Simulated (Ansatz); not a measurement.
A calculation with Ansatz (development build ahead of 0.2.0).

```yaml
crystal:
  periodic: [false, false, false]
  atoms:
    - { symbol: Na, position_ang: [0.0, 0.0, 0.0] }
    - { symbol: P, position_ang: [0.0, 0.0, 5.586] }
    - { symbol: O, position_ang: [0.0, 4.422, -1.1849] }
basis:
  gaussian: { orbitals: pcseg-2 }
magnetization:
  initial_magnetization: 2
hamiltonian:
  xc: { name: wB97X }
```

The input is written out in the form of the current development build from the run's settings.

Results

| Item | Value |
| --- | --- |
| Converged | yes |
| Total energy | -578.53115 hartree |
| Spin squared of the determinant | 2.000 |
| Stability test | minimum among restricted orbitals |

Caution: stretched shape with no unrestricted run beside it, a lower state can exist; charge can spread falsely over distant fragments; other spin multiplicities may lie lower.
